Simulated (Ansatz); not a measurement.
## How the smallest direct gap on the k points sampled of rock-salt EuS moves with the method

No measured value is used here.

```csv
level (code),value (eV)
HSE06 (Ansatz),0.95
PBE0 (Ansatz),1.62
Hartree–Fock (Ansatz),…
```

Fill in the missing entries.


- Hartree–Fock (Ansatz, a program for electronic structure), value (eV): 9.30

Computed values are for a static lattice. Levels without +SOC have no spin–orbit coupling; where heavier elements are present it shifts gaps, mostly down, and can invert bands. Spin-polarised runs: HSE06 (parallel moments), PBE0 (parallel moments), Hartree–Fock (parallel moments). HSE06, PBE0, Hartree–Fock: the state of the 4f shell is in doubt. Values are at the measured cell. Ansatz's density-functional and Hartree–Fock values are scalar-relativistic unless marked +SOC, with PAW data made under PBE.
